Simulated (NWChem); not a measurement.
Molecule: methanol (CH4O); SMILES CO

Results from NWChem. The geometry was optimised at PBE0/def2-SVP.

Diagonal of the polarisability tensor at CAM-B3LYP/def2-SVPD, static: 20.42, 22.63, 19.81 bohr³.

**Question.** Find the mean polarisability volume, the molar refraction, and the refractive index that an ideal gas of it would have at 273.15 K and 1 atm.

**Answer.** 
1. Mean: one third of the trace = 20.95 bohr³ × 0.14818 Å³/bohr³ = 3.11 Å³.
2. Molar refraction (Lorentz-Lorenz): (4π/3) N_A α = 7.8 cm³/mol.
3. Number density p/kT = 2.687 × 10⁻⁵ Å⁻³; n − 1 = 2π N α = 5.24 × 10⁻⁴.
4. These hold the electronic response alone: vibrational and orientational terms add to the static dielectric constant.
